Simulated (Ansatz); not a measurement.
Conformers of C6H14, SMILES `CCCCCC`, each relaxed with PBE0-D4/def2-TZVP in Ansatz. CBS adds the triple-zeta coupled-cluster correction to the MP2 limit.

Not all of them had a frequency check.

Conformer A:

Cartesian coordinates in Å:
```
C 1.401 1.833 1.219
C 1.213 0.368 1.578
C 0.091 -0.319 0.810
C 0.337 -0.423 -0.688
C -0.714 -1.235 -1.436
C -2.102 -0.615 -1.418
H 1.698 1.961 0.175
H 2.174 2.296 1.837
H 0.475 2.395 1.370
H 1.009 0.286 2.651
H 2.150 -0.175 1.406
H -0.847 0.217 0.998
H -0.051 -1.330 1.212
H 1.321 -0.878 -0.851
H 0.388 0.579 -1.129
H -0.391 -1.359 -2.475
H -0.758 -2.244 -1.009
H -2.508 -0.554 -0.406
H -2.082 0.399 -1.828
H -2.804 -1.201 -2.016
```

Conformer B:

Z-matrix (Å, degrees):
```
C
C 1 1.520
H 1 1.094 2 111.0
H 1 1.092 2 111.3 3 119.9
H 1 1.093 2 111.8 3 -120.0
C 2 1.524 1 113.9 3 56.2
H 2 1.095 1 109.2 3 -65.2
H 2 1.096 1 109.5 3 179.5
C 6 1.526 2 115.1 1 60.0
H 6 1.096 2 108.8 1 -61.9
H 6 1.095 2 108.9 1 -176.7
C 9 1.524 6 115.1 2 57.2
H 9 1.096 6 108.4 2 179.3
H 9 1.095 6 109.5 2 -65.8
C 12 1.520 9 113.9 6 60.0
H 12 1.095 9 108.4 6 -178.2
H 12 1.096 9 109.8 6 -63.2
H 15 1.092 12 111.3 9 176.1
H 15 1.094 12 111.0 9 56.2
H 15 1.093 12 111.8 9 -63.8
```

Conformer C:

Z-matrix (Å, degrees):
```
C
C 1 1.520
H 1 1.094 2 111.1
H 1 1.092 2 111.2 3 -119.9
H 1 1.093 2 111.8 3 120.0
C 2 1.525 1 113.9 3 -56.0
H 2 1.095 1 109.5 3 -179.4
H 2 1.095 1 109.2 3 65.3
C 6 1.524 2 115.3 1 -59.5
H 6 1.096 2 108.8 1 178.0
H 6 1.096 2 108.7 1 62.9
C 9 1.521 6 114.4 2 -60.2
H 9 1.096 6 108.6 2 178.2
H 9 1.096 6 110.0 2 63.1
C 12 1.519 9 112.7 6 -176.2
H 12 1.097 9 109.2 6 -54.1
H 12 1.095 9 109.8 6 61.7
H 15 1.094 12 111.1 9 59.8
H 15 1.092 12 111.7 9 -179.8
H 15 1.094 12 111.0 9 -59.7
```

Task: Which is lowest in electronic energy at CCSD(T)/CBS (frozen core, def2 sets), and by how much? (Estimate.)

Result: The calculation gave: C; A lies 0.9 kJ/mol higher, B lies 1.3 kJ/mol higher. Gaps under about 2 kJ/mol don't settle the order.

Task: Give the energies relative to C (kJ/mol) with PBE-D4/def2-TZVPP, r2SCAN-D4/def2-TZVPP, B3LYP-D4/def2-TZVPP, ωB97M-V/def2-TZVPP, HF/def2-TZVPP, CCSD(T)/def2-TZVPP, HF/CBS(def2). (An estimate is asked.)

Result: Computed: 
```csv
level,A,B
PBE-D4/def2-TZVPP,0.8,1.5
r2SCAN-D4/def2-TZVPP,1.1,1.6
B3LYP-D4/def2-TZVPP,0.9,1.3
ωB97M-V/def2-TZVPP,1.1,1.1
HF/def2-TZVPP,0.0,4.4
CCSD(T)/def2-TZVPP,1.1,1.1
HF/CBS(def2),0.0,4.5
```

B3LYP here is the variant with VWN-RPA as its local correlation; programs differ in this.
